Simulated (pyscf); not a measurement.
Single points on ωB97X-D3(BJ)/def2-SVP structures (PySCF, gas phase).

Task: F–GeH(F)–F + ammonia (NH₃) → hydrogen fluoride (HF) + H₂N–GeH(F)–F
Surface: singlet. Broken: F–Ge, H–N. Formed: F–H, Ge–N. Give ΔE‡ and ΔE from ωB97M-D3(BJ)/def2-TZVP, relative to the separated reactants.

Result: ΔE‡ = 0.49 eV, ΔE = +0.49 eV. Zero-point energy shifts the barrier by 0.00 eV. It is a four-centre exchange, with an imaginary mode of 746i cm⁻¹. On the reactant side the descent ends in an adduct with a Ge–N contact, 0.54 eV under the separated species and 0.98 eV under the saddle at ωB97X-D3(BJ)/def2-TZVP. On the product side the descent ends in a bound adduct, 0.38 eV under the separated species and 0.37 eV under the saddle at ωB97X-D3(BJ)/def2-TZVP. What is counted as formed (Ge–N) is already present as a longer contact in the reactant adduct; forming that adduct is a step of its own. One saddle was located; it need not be the lowest between these sides. Elements up to Kr have no core potential and no relativistic terms here.
